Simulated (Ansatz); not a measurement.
Calculated with Ansatz (gas phase, PBE0-D4/def2-TZVP geometries, no zero-point term in ΔE). CCSD(T)/CBS is extrapolated from def2-TZVPP and def2-QZVPP, frozen cores. Functionals use def2-TZVPP. Each species was taken in one conformer, which may not be the lowest.

`O[Si]Cl` + H₂S → `O[Si]S` + HCl  (ligand exchange at the Si–Cl bond)

| species | CAM-B3LYP-D4 energy (Eh) |
| --- | --- |
| `O[Si]Cl` | -825.64779 |
| H₂S | -399.41479 |
| `O[Si]S` | -764.20950 |
| HCl | -460.83237 |

(1) Work out ΔE.

Largest T1 diagnostic among the species: 0.015.

## Answers

(1) ΔE = (-764.20950) + (-460.83237) − (-825.64779) − (-399.41479) = 0.02071 Eh = +54.4 kJ/mol. CCSD(T)/CBS gives +51.0 kJ/mol.

Leaving LDA and LC-ωPBE aside and taking each functional with its dispersion term where it has one, the values, not all of them listed here, spread over 10.4 kJ/mol, from revPBE-D4 to ωB97M-V. From BLYP to BHLYP (50 % exact exchange), in def2-TZVPP and without D4, ΔE moves by +3.9 kJ/mol.
